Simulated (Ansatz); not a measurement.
## Ansatz (development build ahead of 0.2.0) run

```yaml
crystal:
  periodic: [false, false, false]
  atoms:
    - { symbol: B, position_ang: [0.04365, -0.01625, -0.85254] }
    - { symbol: "N", position_ang: [-0.04224, -0.01049, 0.74652] }
    - { symbol: H, position_ang: [0.07032, -1.13215, -1.17652] }
    - { symbol: H, position_ang: [-1.06605, 0.51245, -1.2997] }
    - { symbol: H, position_ang: [0.928, 0.52981, -1.2033] }
    - { symbol: H, position_ang: [0.09516, 0.93924, 1.10899] }
    - { symbol: H, position_ang: [-0.91793, -0.5339, 1.06451] }
    - { symbol: H, position_ang: [0.8304, -0.43322, 1.03064] }
basis:
  gaussian: { orbitals: "6-31G" }
hamiltonian:
  xc: hf
correlation:
  method: mp2
  frozen_orbitals: { B: 1, H: 0, "N": 1 }
```

The input is written out in the form of the current development build from the run's settings.

Results

* Converged: yes
* Reference energy: -82.55742 hartree
* Correlation energy: -0.18482 hartree
* Total energy: -82.74224 hartree
* Spin squared of the determinant: 0.000
